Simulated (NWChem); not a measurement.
# trifluoromethane (CHF3); SMILES FC(F)F

Program: NWChem. All runs use the structure optimised with PBE0/def2-SVP.

Problem. Predict the results for TPSS/def2-TZVPD. Quantities: highest occupied level (eV); orbital gap (eV); dipole (D).

Solution. The highest occupied level (eV) comes out as -9.63, the orbital gap (eV) is 9.68 and the dipole (D) is 1.48.
